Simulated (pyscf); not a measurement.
Elementary routes open to H₂N–SiH•–Cl + hydrogen (H₂) in the gas phase (doublet surface):
A. •H₂Si–Cl + ammonia (NH₃) (N–Si, H–H broken; H–Si, H–N formed)
B. H₂N–SiH₂–Cl + H atom (H•) (H–H broken; H–Si formed)

PySCF, gas phase, ωB97X-D3(BJ)/def2-SVP geometries.

Rank the routes by free-energy barrier at 600 K, lowest first, for ωB97M-D3(BJ)/def2-TZVP energies (ideal gas, 1 atm, RRHO with modes under 100 cm⁻¹ raised to 100, one conformer, R ln 2 for chiral ones without a mode under 150 cm⁻¹).

B (29.3 kcal/mol), A (58.0 kcal/mol)

Route B is the fastest of these, ahead of the next by 28.8 kcal/mol. The most stable products are those of A (ΔG = +10.2 kcal/mol), whose barrier is 28.8 kcal/mol higher: the kinetic and the thermodynamic product differ. At 1200 K B is still the fastest. Only these routes are compared; each barrier is that of the saddle found, and lower ones may exist.
